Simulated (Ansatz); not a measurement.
**AlH₂− (singlet): from Hartree-Fock to the top rungs at angle H2–Al1–H3 = 137.5°, 6-31++G****

How much of the correlation energy of AlH₂− (singlet) does each wave-function method recover here?

Program: Ansatz 0.2.0, Gaussian basis. Level of theory: 6-31++G**, core rule «outside noble gas», up to 5 orbitals frozen. These are calculated values, not measurements.

To be run: UHF; CCSD(T) on RHF; CCSD(T) on UHF; BCCD(T) on RHF; CISD; CCSDT(Q) on RHF; CCSDT(Q) on UHF; CCSDTQ on RHF; CASSCF and MRCISD+Q, 2 electrons in 2 orbitals; CASSCF and NEVPT2, 2 electrons in 2 orbitals; CASSCF and MRCISD+Q, 6 electrons in 6 orbitals; CASSCF and NEVPT4(SD), 6 electrons in 6 orbitals; CASSCF and NEVPT2, 6 electrons in 6 orbitals; Full CI.

13 further runs of the same task are left out: 7 that didn't finish, 6 set aside as unsound or not needed.

### 1 The system

The geometry derives from a PBE0/def2-TZVPD stationary point (not a proven minimum). One angle is set to the value named; bond lengths are kept.

3 atoms, charge -1, spin multiplicity 1.

Atoms are counted from 1 here; the program's logs count them from 0.

Bond lengths: Al1–H2 1.697 Å, Al1–H3 1.697 Å. Angles: H2–Al1–H3 137.5°.

### 2 UHF

in.yaml reads:

```yaml
crystal:
  periodic: [false, false, false]
  atoms:
    - {symbol: Al, position_ang: [0.000000, -0.042754, 0.000000]}
    - {symbol: H, position_ang: [0.000000, 0.572236, -1.581444]}
    - {symbol: H, position_ang: [0.000000, 0.572237, 1.581444]}
basis:
  gaussian: {orbitals: "6-31++G**"}
total_charge: -1
magnetization: {spin_polarized: true, initial_magnetization: 0}
hamiltonian: {xc: hf}
output: {orbitals: {seedname: orbitals}}
```

The run is started by

```
ansatz run in.yaml --threads 1 --pin off --events-out ev --progress --plain --max-ram 2393MiB
```

After this run come: CCSD(T) on RHF; CCSD(T) on UHF; BCCD(T) on RHF; CISD; CCSDT(Q) on RHF; CCSDT(Q) on UHF; CCSDTQ on RHF; CASSCF and MRCISD+Q, 2 electrons in 2 orbitals; CASSCF and NEVPT2, 2 electrons in 2 orbitals; CASSCF and MRCISD+Q, 6 electrons in 6 orbitals; CASSCF and NEVPT4(SD), 6 electrons in 6 orbitals; CASSCF and NEVPT2, 6 electrons in 6 orbitals; Full CI.

Before running them: what should the planned runs give, taken together? Wanted: FCI below the RHF energy; RMP2 from FCI; UMP2 from FCI; RCCSD from FCI; RCCSD(T) from FCI; UCCSD(T) from FCI; RCCSDT(Q) from FCI; UCCSDT(Q) from FCI; MRCISD+Q pair from FCI.

**Answer**, as computed:

```
                         quantity                                                                                                               value
         FCI below the RHF energy                                                                                                          -2.6526 eV
                    RMP2 from FCI                                                                                                          +721.4 meV
                    UMP2 from FCI                                                                                                          +593.6 meV
                   RCCSD from FCI                                                                                                           +85.1 meV
                RCCSD(T) from FCI                                                                                                           +23.6 meV
                UCCSD(T) from FCI                                                                                                           -24.3 meV
               RCCSDT(Q) from FCI                                                                                                            +0.7 meV
               UCCSDT(Q) from FCI                                                                                                            +0.2 meV
           MRCISD+Q pair from FCI                                                                                                           -13.9 meV
          NEVPT2 valence from FCI                                                                                                          +539.0 meV
      NEVPT4(SD) valence from FCI                                                                                                          +127.8 meV
levels within 1 kcal/mol (43 meV)  UCCSD, RCCSD(T), UCCSD(T), BCCD(T), RCCSDT, UCCSDT, RCCSDT(Q), UCCSDT(Q), RCCSDTQ, MRCISD+Q pair, MRCISD+Q valence
                    T1 diagnostic                                                                                                               0.019
   effectively unpaired electrons                                                                                                                0.15
```

**Reading.** RCCSD(T) misses by +23.6 meV, 0.9 % of the correlation energy. CCSD(T) misses by +23.6 meV on the restricted determinant and by -24.3 meV on the unrestricted one; the two need not hold the same state or core. UCCSD(T), MRCISD+Q pair fall below full CI: unrestricted runs freeze a spin-polarised core, another one than full CI's, and coupled cluster isn't variational. One determinant dominates. Of the multireference levels listed MRCISD+Q pair comes nearest in total energy (-13.9 meV), which doesn't show that its space is the better one. These misses are within one basis, not against nature.
